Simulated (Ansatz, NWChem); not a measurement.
Heat of formation of CHFO (formyl fluoride) from total energies

CHFO: 4 atoms, total charge 0, spin state singlet. As SMILES, `O=CF`. The shape is that of a PBE0-D4/def2-TZVP optimisation.

Total energies at B3LYP/def2-TZVPP (NWChem 7.3.0); the atoms run unrestricted:

| species | state | energy (Eh) |
| --- | --- | --- |
| CHFO | singlet | -213.866822 |
| O | triplet | -75.096276 |
| C | triplet | -37.859478 |
| F | doublet | -99.770150 |
| H | doublet | -0.502154 |

Harmonic wavenumbers at PBE0-D4/def2-TZVP, in cm⁻¹: 677, 1044, 1110, 1371, 1921, 3095.

Measured heats of formation of the gaseous atoms at 298.15 K, in kJ/mol: O 249.2, C 716.9, F 79.4, H 218.0. Spin-orbit lowering of the atoms at 298 K (mean of the ground term's levels less their thermal mean, from spectra), in kJ/mol: O 0.40, C 0.02, F 1.29. Take 1 Eh = 2625.50 kJ/mol, 1 cm⁻¹ = 0.0119627 kJ/mol, RT = 2.479 kJ/mol.

**Question.** Work out the heat of formation of the gas at 298 K.

**Answer.** 
1. Electronic atomisation energy: (-75.096276) + (-37.859478) + (-99.770150) + (-0.502154) − (-213.866822) = 0.638764 Eh = 1677.1 kJ/mol.
2. Zero-point energy: half the sum of the wavenumbers, 4609 cm⁻¹ = 55.1 kJ/mol.
3. Thermal vibrational enthalpy, Σ hcν̃/(exp(hcν̃/kT) − 1): 0.5 kJ/mol. Translation, rotation and pV of a non-linear molecule: 4 RT = 9.9 kJ/mol.
4. The 4 free atoms carry 5/2 RT each: 24.8 kJ/mol.
5. Spin-orbit coupling lowers the free atoms by 0.40 + 0.02 + 1.29 = 1.7 kJ/mol.
6. Atomisation enthalpy at 298 K: 1677.1 − 1.7 − 55.1 − 0.5 − 9.9 + 24.8 = 1634.7 kJ/mol.
7. Sum of the atoms' heats of formation: 1263.5 kJ/mol. Heat of formation: 1263.5 − 1634.7 = -371.2 kJ/mol.

The tabulated value is -382.5 kJ/mol (Active Thermochemical Tables), so this level is off by +11.3 kJ/mol, or 0.7 % of the atomisation enthalpy that the table implies (1646.0 kJ/mol). Anharmonicity and any spin-orbit splitting of the molecule are left out.
